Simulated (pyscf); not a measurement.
O=Ta(OH)(OH)–OH + H₂ -> HO–TaH(OH)(OH)–OH, an addition across a multiple bond or ene-type step (singlet surface; H–H broken, H–O, H–Ta formed). Structures and frequencies: ωB97X-D3(BJ)/def2-SVP in PySCF. Energies in kcal/mol from the separated reactants.

Small-basis levels: PySCF, no dispersion term, spherical d functions. 

Quick SVWN5/6-31G*+LANL2DZ single points give ΔE‡ = 22.6 kcal/mol and ΔE = +3.2 kcal/mol. What does ωB97M-D3(BJ)/def2-TZVP give, and how far is the quick result from it?

ωB97M-D3(BJ)/def2-TZVP gives ΔE‡ = 30.9 kcal/mol and ΔE = +6.5 kcal/mol. SVWN5/6-31G*+LANL2DZ lies 8.3 kcal/mol under it in the barrier and 3.3 kcal/mol under it in the reaction energy, so on this step it does not hold to within 3.0 kcal/mol. ωB97M-D3(BJ)/def2-TZVP has limits of its own. At the saddle there is also a short H–Ta contact that neither side keeps. One saddle was located; it need not be the lowest between these sides. In the def2 sets elements past Kr carry core potentials, without spin-orbit coupling.
